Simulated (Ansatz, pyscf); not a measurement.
HB=NH + hydrogen fluoride (HF) -> H₂N–BH–F, an addition across a multiple bond or ene-type step on the singlet surface: F–H broken, B–F, H–N formed. Single points on ωB97X-D3(BJ)/def2-SVP structures (PySCF, gas phase). Wave-function energies: Ansatz (a quantum-chemistry and plane-wave program), frozen core, RHF or UHF references. In kJ/mol, from the separated reactants.

Cost: rough CPU time of the saddle's run relative to CCSD(T)/cc-pV(D+d)Z, from one job on a shared machine, with the HF step and its search for lower states.

```json
[
 {"level": "PBE/def2-TZVP", "barrier": "11.76", "reaction energy": "-281.17", "cost": "–"},
 {"level": "PBE0-D3(BJ)/def2-TZVP", "barrier": "19.21", "reaction energy": "-295.73", "cost": "–"},
 {"level": "CCSD(T)/cc-pV(D+d)Z", "barrier": "29.51", "reaction energy": "-273.17", "cost": "1"},
 {"level": "CCSDT(Q)/cc-pV(D+d)Z", "barrier": "___", "reaction energy": "___", "cost": "90"},
 {"level": "CCSD(T)/cc-pV(T+d)Z", "barrier": "37.33", "reaction energy": "-278.92", "cost": "9"},
 {"level": "CCSD(T)/cc-pV(Q+d)Z", "barrier": "___", "reaction energy": "-273.99", "cost": "–"}
]
```

Question: Fill in the missing entries.

Answer: 
- CCSDT(Q)/cc-pV(D+d)Z, barrier: 29.26
- CCSDT(Q)/cc-pV(D+d)Z, reaction energy: -272.09
- CCSD(T)/cc-pV(Q+d)Z, barrier: 41.16

In cc-pV(D+d)Z, going from CCSD(T) to CCSDT(Q) shifts the barrier by -0.26 and the reaction energy by +1.08 kJ/mol. With HF in the quadruple-zeta basis and the correlation energy extrapolated as X⁻³ from X = 3, 4, CCSD(T) gives 41.29 and -273.42; adding the double-zeta shift gives ΔE‡ = 41.04 and ΔE = -272.34 kJ/mol, without core correlation, relativity or geometry relaxation at these levels. On the reactant side the descent ends in a complex, 24.39 kJ/mol under the separated species and 52.68 kJ/mol under the saddle at ωB97X-D3(BJ)/def2-TZVP. At ωB97X-D3(BJ)/def2-TZVP the barrier from the zero used here is 28.28 kJ/mol. One saddle was located; it need not be the lowest between these sides.
